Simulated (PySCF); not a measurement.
# Level of theory and adiabatic energies of losing or gaining an electron: isocyanic acid

Structure: `N=C=O` (CHNO).

All levels share the PBE0-D3(BJ)/ma-def2-SVP structures and the PBE0-D3(BJ)/ma-def2-SVP thermal terms; only the single-point energies (PySCF) change. Values are adiabatic energies of losing or gaining an electron (0 K, eV).

```jsonl
{"level": "HF/ma-def2-TZVP", "ionisation energy to the radical cation": "10.15", "abs. error": "1.44"}
{"level": "M06-L/ma-def2-TZVP (grid 3)", "ionisation energy to the radical cation": "11.30", "abs. error": "0.30"}
{"level": "TPSS-D3(BJ)/ma-def2-TZVP (grid 3)", "ionisation energy to the radical cation": "11.36", "abs. error": "0.24"}
{"level": "BLYP-D3(BJ)/ma-def2-TZVP", "ionisation energy to the radical cation": "11.36", "abs. error": "0.23"}
{"level": "TPSSh-D3(BJ)/ma-def2-TZVP (grid 3)", "ionisation energy to the radical cation": "11.38", "abs. error": "0.22"}
{"level": "PBE0-D3(BJ)/def2-SV(P)", "ionisation energy to the radical cation": "11.44", "abs. error": "0.15"}
{"level": "PBE0-D3(BJ)/6-31G", "ionisation energy to the radical cation": "11.46", "abs. error": "0.13"}
{"level": "PBE-D3(BJ)/ma-def2-TZVP", "ionisation energy to the radical cation": "11.48", "abs. error": "0.12"}
{"level": "PBE0-D3(BJ)/ma-def2-TZVP", "ionisation energy to the radical cation": "11.49", "abs. error": "0.10"}
{"level": "PBE0-D3(BJ)/6-311++G(2d,2p)", "ionisation energy to the radical cation": "11.52", "abs. error": "0.08"}
{"level": "BP86-D3(BJ)/ma-def2-TZVP", "ionisation energy to the radical cation": "11.56", "abs. error": "0.03"}
{"level": "PBE0-D3(BJ)/pcseg-1", "ionisation energy to the radical cation": "11.58", "abs. error": "0.02"}
{"level": "LDA/ma-def2-TZVP", "ionisation energy to the radical cation": "11.84", "abs. error": "0.24"}
{"level": "ATcT 1.112", "ionisation energy to the radical cation": "11.60", "abs. error": ""}
```

Hartree-Fock leaves out electron correlation, so its ionisation energies and electron affinities from energy differences mostly come out too low, often by 1 eV or more, where an electron pair is broken or made.

The spread: 1.68 eV, from 10.15 to 11.84.

A small basis comes closest here by cancellation of errors.

Differences come from unrounded values, so a last digit can differ from that of the printed terms.
